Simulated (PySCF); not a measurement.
PySCF job for carbonyl sulfide anion (COS), SMILES O=C=S (connectivity only; charge and spin as stated), charge -1, multiplicity 2, PBE/pcH-1. Geometry: PBE0-D3(BJ)/def2-TZVPD. The multiplicity is an assumed one; other spin states were not compared.

```python
import numpy as np
from pyscf import gto, scf, dft
from pyscf.prop.hfc import uks as hfc
from pyscf.prop.gtensor import uks as gtensor

mol = gto.M(
    atom='''
    O     0.17465665   -1.65097294    0.00000000
    C    -0.38489763   -0.58605013    0.00000000
    S     0.05700829    1.04525527    0.00000000
    ''',
    basis='pcH-1',
    charge=-1,
    spin=1,
    max_memory=1600,
    verbose=3,
)
mf = dft.UKS(mol, xc='pbe')
mf.grids.level = 3
mf.conv_tol = 1e-10
mf.max_cycle = 100
mf.kernel()
fine, coarse = mf.grids, dft.Grids(mol).set(level=1).build(with_non0tab=True)
for _ in range(3):  # follow internal instabilities
    mf.grids = coarse
    mo, _, stable, _ = mf.stability(return_status=True, nroots=4)
    mf.grids = fine
    if stable:
        break
    mf.kernel(mf.make_rdm1(mo, mf.mo_occ))
A = hfc.HFC(mf).make_fcdip(mf.make_rdm1())  # Fermi contact and dipolar terms, MHz
print('atom   A(iso)/MHz   principal dipolar parts/MHz')
for i, a in enumerate(A):
    w = np.linalg.eigvalsh((a + a.T) / 2)
    print(f'{mol.atom_symbol(i):2s}{i + 1:3d} {w.mean():12.2f}', (w - w.mean()).round(2))
gt = gtensor.GTensor(mf)
gt.dia_soc2e, gt.para_soc2e, gt.so_eff_charge = None, None, True
gt.max_cycle_cphf = 60
g = gt.kernel()
```

Program output:

```

WARN: HOMO -0.158471154579361 >= LUMO -0.158471154579361

converged SCF energy = -511.23745333465  <S^2> = 0.75207857  2S+1 = 2.0020775
<class 'pyscf.dft.uks.UKS'> wavefunction is stable in the internal stability analysis
atom   A(iso)/MHz   principal dipolar parts/MHz
O   1       -42.35 [-80.53  37.94  42.59]
C   2       363.22 [-43.77 -39.21  82.98]
S   3        50.17 [-27.54 -25.96  53.5 ]
SOC(1e)/OZ [-0.0009897  -0.01823204  0.00349857]
free electron g 2.00231930436182
g-tensor total [2.0011601  1.98395875 2.0055503 ]
g-shift (ppt) [ -1.15919964 -18.36055709   3.23099676]
```

The run converged.

Cost: around 26 core-seconds (rough).
